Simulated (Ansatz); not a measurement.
This geometry of C2H3F2N (8 atoms, charge 0, multiplicity 1) is a first-order saddle point.

All numbers below come from RKS r2SCAN-D4/def2-SVPD (Ansatz).

```xyz
8
Properties=species:S:1:pos:R:3
C -0.979 -0.281 0.305
N -0.128 0.628 -0.439
C 1.098 0.452 -0.461
F 1.790 -0.518 0.141
F 1.944 1.224 -1.108
H -0.721 -0.288 1.376
H -0.889 -1.314 -0.068
H -2.022 0.039 0.199
```

(1) Which two structures does it join? (They come from a converged band through this point; their orientation in space is the band's.)

(2) How far does it lie above each of them?

## Answers

(1) No bond is made or broken. The dihedral H6–C1–N2–C3 goes from 122 to 0°. The two ends are copies of one structure, up to a mirror image or an exchange of like atoms.

Initial state:

```xyz
8
Properties=species:S:1:pos:R:3
C -0.918 -0.206 0.499
N 0.013 0.743 -0.066
C 1.071 0.377 -0.596
F 1.531 -0.869 -0.740
F 1.951 1.201 -1.124
H -1.071 0.040 1.559
H -0.595 -1.256 0.415
H -1.889 -0.088 -0.002
```

Final state:

```xyz
8
Properties=species:S:1:pos:R:3
C -0.962 -0.422 0.189
N -0.075 0.312 -0.683
C 1.103 0.533 -0.372
F 1.743 0.168 0.742
F 1.950 1.196 -1.131
H -0.497 -0.747 1.133
H -1.335 -1.305 -0.350
H -1.834 0.208 0.416
```

(2) 3.1 kJ/mol above the first and 3.1 kJ/mol above the second. This is the barrier of this one path; another mechanism may lie lower.

Run time: 3.3 min on 2 threads of Arm Neoverse N1 (shared host), peak memory 0.17 GiB.
